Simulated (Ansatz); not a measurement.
**How far a parabola holds: energy against volume of fcc Al**

We consider fcc Al, described by LDA (Ansatz, a program for electronic structure, PAW). Numerical settings: plane-wave cutoff 520 eV, 24×24×24 k mesh, Fermi–Dirac smearing 0.05 eV, scalar-relativistic PAW data made under PBE. The cell has no free parameter but its volume, all volumes share cutoff and mesh, and the runs aren't spin-polarised. Energies are free energies at the run's smearing, counted from the lowest row; static lattice.

| V (Å³/atom) | E (meV/atom) |
|---|---|
| 15.156 | 7.11 |
| 15.472 | 1.71 |
| 15.787 | 0.00 |
| 16.103 | 1.57 |
| 16.419 | 6.07 |
| 16.735 | ? |

Q: Fit E against V with a parabola, and predict the withheld value at V = 16.735.

A: With u = V - 15.8, the rows have u = -0.6440, -0.3280, -0.0130, 0.3030, 0.6190. Least squares gives E = -0.010 - 0.290·u + 16.532·u². Residuals (row less fit): 0.077, -0.154, 0.003, 0.150, -0.075; standard error 0.170 (degrees of freedom: 2). The fitted curve has its minimum at V = 15.8, where E = -0.01. Its curvature is d²E/dV² = 2 × 16.532 meV/Å⁶, so B = V0·d²E/dV² × 0.1602 = 83.7 GPa. At the withheld row, u = 0.9350, so E = -0.010 - 0.290 × 0.9350 + 16.532 × 0.9350² = 14.172 meV/atom. The calculation gives 13.20 meV/atom, 0.972 meV/atom below the prediction (7.4 % of the range of E in the table). The row lies outside the fitted rows, so this is an extrapolation. From the scatter of the fitted rows alone, a prediction at this place has a standard error of 0.402 meV/atom, so the miss is 2.4 times that.

The residuals are curvature that a parabola lacks, not noise. A solid that stiffens under compression and softens on expansion lies above the parabola at the compressed end and under it at the expanded end, as this row does. A third-order Birch-Murnaghan fit to the whole scan has B0 = 83.2 GPa. Only scans are tabulated whose curvature falls smoothly with volume, and where the parabola meets the shown rows within 5 % of their range and misses the end by 0.1 meV or more.

Measured, for comparison: bulk modulus 80.8 GPa (corrected for temperature and zero-point phonon effects, sources range from 77.1 to 82.0; as tabulated in Levämäki et al. (2014), arXiv:1402.3671). Computed less measured: bulk modulus +3.0 % (+1.5 % to +8 % over the range).
